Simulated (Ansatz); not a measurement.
Input file:

```yaml
crystal:
  periodic: [false, false, false]
  atoms:
    - {symbol: Ge, position_ang: [0.000000, 0.013038, 1.109668]}
    - {symbol: As, position_ang: [0.000000, -0.032616, -1.113827]}
    - {symbol: H, position_ang: [0.000000, 1.262112, 2.002050]}
    - {symbol: H, position_ang: [0.000000, -1.271440, 1.950143]}
    - {symbol: H, position_ang: [0.000000, 1.494075, -1.131152]}
basis:
  gaussian: {orbitals: cc-pVDZ}
magnetization: {spin_polarized: true, initial_magnetization: 2}
hamiltonian: {xc: hf}
output: {orbitals: {seedname: orbitals}}
```

```sh
$ ansatz run in.yaml --threads 1 --pin off --events-out ev --progress --plain --max-ram 4096MiB --backend cpu
```

The program prints:

```
786 factors; integrals over basis functions are off by at most 1.3e-3 eV
mean field evaluation 1: about -117312.3451 eV, gradient 8.3e0 eV
mean field evaluation 2: about -117312.3483 eV, gradient 8.3e0 eV
mean field evaluation 4: about -117313.1420 eV, gradient 9.0e-1 eV
mean field evaluation 8: about -117313.1558 eV, gradient 3.0e-3 eV
mean field -117313.15575091 eV, -4311.1789561330 hartree, gradient 1.7e-5 eV, S^2 2.028050; 0 other end points of the search recorded, 0 dependent functions left out
reference -117313.15575091 eV, -4311.1789561330 hartree; 35, 33 occupied and 34, 36 virtual orbitals, 786 factors
Total energy: -117313.15575091 eV, -4311.1789561330 hartree
```

Ran on 1 thread of AMD EPYC 7R13, shared host: 2.1 s wall, 0.21 GiB peak host memory.
